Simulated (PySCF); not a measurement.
F₂O₂S.
Bonds: O1–S2 (double), S2–O3 (double), S2–F4, S2–F5.

Method used: PBE0-D3(BJ)/def2-SVP geometry optimisation, gas phase in PySCF 2.14.0.

Entries marked ? are missing. Bonds in one row agree within 0.01 Å.

```
  coordinate  value
O1=S2, S2=O3      ?
S2–F4, S2–F5      ?
    O1–S2–O3      ?
    O1–S2–F4      ?
    F4–S2–F5      ?
```

Question: Fill in the missing values.

Answer: 
- O1=S2, S2=O3 = 1.424 Å, drawn double (sulfonyl oxygen to sulfonyl sulfur); 0.29 Å below the sum of covalent radii, 1.71 Å.
- S2–F4, S2–F5 = 1.576 Å, drawn single (sulfonyl sulfur to sulfur-bound fluorine); 0.04 Å below the sum of covalent radii, 1.62 Å.
- O1–S2–O3 = 125.8°, at the sulfonyl sulfur; the outer atoms are 2.536 Å apart.
- O1–S2–F4 = 107.8°, at the sulfonyl sulfur; the outer atoms are 2.425 Å apart.
- F4–S2–F5 = 94.8°, at the sulfonyl sulfur; the outer atoms are 2.319 Å apart.

Radii are Cordero's.

Not checked by PBE0-D3(BJ)/def2-SVP frequencies.
